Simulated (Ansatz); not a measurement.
**BH4 (doublet): B3LYP, CAM-B3LYP, wB97M-V over a scan of the scale of all distances, 6-31G**

Aim: run BH4 (doublet) with these functionals over a scan of the scale of all distances, and hold them against the top wave-function level at the same points.

Computed with Ansatz 0.2.0, Gaussian basis. Level: 6-31G, all electrons in the functionals.

To be run: B3LYP, CAM-B3LYP, wB97M-V, at 0.868; 1.000; 1.141; 1.280; 1.501; 1.759; 1.999; 2.429.

13 further runs of the same task are left out: 12 that didn't finish, 1 set aside as unsound or not needed.

**1. What is computed**

The geometry derives from a PBE0/def2-TZVP stationary point (not a proven minimum). All distances are scaled together.

5 atoms, charge 0, spin multiplicity 2.

Atoms are counted from 1 here; the program's logs count them from 0.

Bond lengths: B1–H2 1.220 Å, B1–H3 1.220 Å, B1–H4 1.220 Å, B1–H5 1.220 Å. Angles: H2–B1–H3 96.8°, H2–B1–H4 96.8°, H2–B1–H5 139.9°, H3–B1–H4 139.9°, H3–B1–H5 96.8°, H4–B1–H5 96.8°.

No dispersion term is added; wB97M-V holds VV10 nonlocal correlation. B3LYP takes the VWN-RPA correlation.

The geometry shown and the zero of energy belong to the point 1.000. The yardstick, FCI, and other wave-function levels (R restricted, U unrestricted, valence and pair active spaces) come from earlier runs.

**2. B3LYP, 0.868**

Contents of in.yaml:

```yaml
crystal:
  periodic: [false, false, false]
  atoms:
    - {symbol: B, position_ang: [0.000000, 0.000000, 0.000000]}
    - {symbol: H, position_ang: [0.359947, 0.705246, 0.703647]}
    - {symbol: H, position_ang: [-0.368316, -0.701078, 0.703480]}
    - {symbol: H, position_ang: [-0.358321, 0.701905, -0.707804]}
    - {symbol: H, position_ang: [0.366690, -0.706072, -0.699322]}
basis:
  gaussian: {orbitals: 6-31G}
magnetization: {spin_polarized: true, initial_magnetization: 1}
hamiltonian: {xc: {name: B3LYP}}
```

On the command line:

```sh
> ansatz run in.yaml --threads 1 --pin off --events-out ev --progress --plain --max-ram 2393MiB
```

The runs that follow: B3LYP, 1.000; B3LYP, 1.141; B3LYP, 1.280; B3LYP, 1.501; B3LYP, 1.759; B3LYP, 1.999; B3LYP, 2.429; CAM-B3LYP, 0.868; CAM-B3LYP, 1.000; CAM-B3LYP, 1.141; CAM-B3LYP, 1.280; CAM-B3LYP, 1.501; CAM-B3LYP, 1.759; CAM-B3LYP, 1.999; CAM-B3LYP, 2.429; wB97M-V, 0.868; wB97M-V, 1.000; wB97M-V, 1.141; wB97M-V, 1.280; wB97M-V, 1.501; wB97M-V, 1.759; wB97M-V, 1.999; wB97M-V, 2.429.

Before running them: what should the planned runs give, taken together? Wanted: span of the FCI curve; largest miss, B3LYP; largest miss, CAM-B3LYP; largest miss, wB97M-V.

The runs gave:

| quantity | value |
| --- | --- |
| span of the FCI curve | 995.8 kJ/mol |
| largest miss, B3LYP | +209.2 kJ/mol (2.429) |
| largest miss, CAM-B3LYP | +213.9 kJ/mol (2.429) |
| largest miss, wB97M-V | +224.7 kJ/mol (1.999) |

What this shows: Of the functionals, B3LYP keep the smallest largest miss at the points compared (at most 209.2 kJ/mol) and wB97M-V strays most (224.7 kJ/mol, at 1.999). B3LYP, CAM-B3LYP, wB97M-V clearly break the spin symmetry at some points (⟨S²⟩ up to 1.77 above the pure value), so energy there is bought with a mixed spin. Functionals and the yardstick converge differently with the basis, so part of each miss in 6-31G is the basis.
